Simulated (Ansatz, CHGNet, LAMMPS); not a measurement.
**How well does each level of theory give the elastic constant C12 of hcp Ti?**

Reference value: 87 GPa (measured, 4 K, zero-point motion not removed; as tabulated in Ferrari et al. (2019), arXiv:1905.01197).

```csv
level (code),value (GPa),cell (Å³/atom)
COMB comb3 (LAMMPS),88.2,17.74
CHGNet-r²SCAN,126,17.38
PBE (Ansatz),82.7,17.39
PBE-D3(BJ) (Ansatz),[?],16.51
HSE06 (Ansatz),86.4,17.19
```

### Question
Complete the blanks.

### Answer

- PBE-D3(BJ) (Ansatz, a first-principles code), value (GPa): 90.0

Differences against the reference: COMB comb3 +1.4 %, CHGNet-r²SCAN +45 %, PBE -4.9 %, PBE-D3(BJ) +3.4 %, HSE06 -0.7 %.

Once the reference is moved by up to 3.3 % (a margin picked here for doubts on the reference and the settings, and for temperature and zero-point motion) and values within 1.7 % count as equal, the nearest can be HSE06 (-0.7 %), COMB comb3 (+1.4 %), PBE-D3(BJ) (+3.4 %) or PBE (-4.9 %). Among them CHGNet-r²SCAN (+45 %) misses by most. Within 20 %: COMB comb3, PBE, PBE-D3(BJ), HSE06.

The reference isn't brought to a static lattice, while the calculations are for one, so the differences are not the levels' errors alone. The crystal itself was run without spin with PBE, PBE-D3(BJ), HSE06; a magnetic state was not tried in these runs. PBE-D3(BJ): the dispersion coefficients are held fixed in the derivatives. HSE06: hybrids on metals are sensitive to the k mesh. HSE06: the run warned that the count of filled bands differs between k points. Each level is taken at its own relaxed cell. K meshes differ between the levels. Ansatz's density-functional and Hartree–Fock values are scalar-relativistic unless marked +SOC, with PAW data made under PBE.

Empirical potentials (COMB comb3) are fitted to chosen data: where that held the value shown, agreement is built in, and what lay outside the fit can be far off. Machine-learned potentials (CHGNet-r²SCAN) are trained on DFT data: a solid inside that data is no test of them.

Differences are worked out from the printed values.
